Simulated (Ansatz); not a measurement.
For 1T (CdI2-type) SnSe2, r²SCAN+rVV10 in Ansatz (plane waves, PAW) gives:

```
Item                           Result
---------------------  --------------
lattice constant a            3.825 Å
lattice parameter c           6.233 Å
enthalpy of formation  -0.467 eV/atom
```

### Question
What does r²SCANh in Ansatz (plane waves, PAW) give for the same quantities?

### Answer

- lattice constant a: 3.828 Å (goes up by 0.1 %)
- lattice parameter c: 6.548 Å (grows by 5.1 %)
- formation enthalpy: -0.483 eV/atom (moves by -0.016 eV/atom)

For comparison: lattice parameter c 6.14 Å (measured, temperature not stated, no zero-point or thermal correction; as tabulated in Gonzalez and Oleynik (2016), arXiv:1609.04381); formation enthalpy -0.43 eV/atom (measured, 298 K, not corrected to a static lattice; as tabulated in Zhang et al. (2018), doi:10.1038/s41524-018-0065-z).

Changes are worked out from the printed values.

Unless a cell is named, each level is at its own relaxed cell (r²SCAN+rVV10 26.33, r²SCANh 27.70 Å³/atom).

Levels without +SOC leave out spin–orbit coupling, which shifts energies and cells of such heavy elements.

Caveats: the cell comes from a level without a dispersion term, which matters for the spacing of layers, chains or molecules (r²SCANh). Ansatz's density-functional and Hartree–Fock values are scalar-relativistic unless marked +SOC, with PAW data made under PBE.

Ansatz is an electronic-structure program.
